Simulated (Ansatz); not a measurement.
# CH3O3S radical: small, medium and large basis sets

How large a basis does CH3O3S radical need? Two functionals are run in growing sets.

Computed with Ansatz 0.2.0, Gaussian basis. Level: one geometry, several basis sets.

Levels to be run: PBE0-D4/def2-SVP; ωB97M-V/def2-SVP; PBE0-D4/def2-QZVPP; ωB97M-V/def2-QZVPP; the functionals' def2-TZVPP values are taken from earlier runs.

### 1 The geometry

An earlier PBE0-D4 in a triple-zeta def2 set relaxation fixed the geometry.

SMILES `[CH2]S(=O)(=O)O`, 8 atoms, charge 0, spin multiplicity 2.

Atoms are counted from 1 here; the program's logs count them from 0.

Bond lengths: C1–S2 1.718 Å, C1–H6 1.080 Å, C1–H7 1.081 Å, S2–O3 1.423 Å, S2–O4 1.428 Å, S2–O5 1.593 Å, O5–H8 0.967 Å. Angles: S2–C1–H6 118.0°, S2–C1–H7 118.6°, H6–C1–H7 122.9°, C1–S2–O3 108.6°, C1–S2–O4 108.8°, C1–S2–O5 102.4°, O3–S2–O4 122.0°, O3–S2–O5 105.3°, O4–S2–O5 107.9°, S2–O5–H8 108.4°.

As a file:

```csv
atom,x (Å),y (Å),z (Å)
C1,0.8406,0.6857,0.5144
S2,-0.1384,-0.1927,-0.5915
O3,-0.5182,0.6782,-1.6504
O4,0.4674,-1.4624,-0.8360
O5,-1.4694,-0.4380,0.2485
H6,1.8716,0.3840,0.6288
H7,0.4421,1.5900,0.9522
H8,-1.4035,-1.3017,0.6783
```

### 2 PBE0-D4 in def2-SVP

in.yaml reads:

```yaml
crystal:
  periodic: [false, false, false]
  atoms:
    - {symbol: C, position_ang: [0.840597, 0.685670, 0.514354]}
    - {symbol: S, position_ang: [-0.138395, -0.192722, -0.591518]}
    - {symbol: O, position_ang: [-0.518179, 0.678217, -1.650415]}
    - {symbol: O, position_ang: [0.467428, -1.462448, -0.836037]}
    - {symbol: O, position_ang: [-1.469444, -0.438032, 0.248544]}
    - {symbol: H, position_ang: [1.871553, 0.384015, 0.628848]}
    - {symbol: H, position_ang: [0.442099, 1.590001, 0.952154]}
    - {symbol: H, position_ang: [-1.403460, -1.301702, 0.678269]}
basis:
  gaussian: {orbitals: def2-SVP}
magnetization: {spin_polarized: true, initial_magnetization: 1}
hamiltonian: {xc: pbe0, dispersion: d4}
output: {orbitals: {seedname: orbitals}}
```

Launch:

```sh
> ansatz run in.yaml --threads 4 --pin off --events-out ev --progress --plain --max-ram 10444MiB
```

The runs that follow: ωB97M-V in def2-SVP; PBE0-D4 in def2-QZVPP; ωB97M-V in def2-QZVPP.

Q: Predict the results of all the runs planned. Wanted: PBE0-D4: double and triple zeta above quadruple; ωB97M-V: double and triple zeta above quadruple.

The runs gave:

| quantity | value |
| --- | --- |
| PBE0-D4: double and triple zeta above quadruple | 15.14, 0.80 eV |
| ωB97M-V: double and triple zeta above quadruple | 15.37, 0.77 eV |

In words: For PBE0-D4 the step from double to triple zeta gains 14.34 eV and the next only 0.80 eV. These are total energies; as a rule much of such shifts cancels in differences, which this series doesn't test.
